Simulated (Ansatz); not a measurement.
Input for Ansatz (development build ahead of 0.2.0):

```yaml
crystal:
  periodic: [false, false, false]
  atoms:
    - { symbol: O, position_ang: [0.0, 0.0, 0.0] }
    - { symbol: S, position_ang: [0.0, 0.0, 8.0] }
basis:
  gaussian: { orbitals: def2-SVP }
magnetization:
  spin_polarized: true
hamiltonian:
  xc: hf
output:
  forces: true
```

The input is written out in the form of the current development build from the run's settings.

Results

- Converged: yes
- Total energy: -472.08650 hartree
- Spin squared of the determinant: 2.012
- Stability test: minimum

Forces (eV/Å):
| atom | Fx | Fy | Fz |
| --- | --- | --- | --- |
| O1 | 0.000 | 0.000 | 0.000 |
| S2 | 0.000 | 0.000 | 0.000 |

Caution: another spin multiplicity may lie lower; the unrestricted determinant is a mixture of spin states.
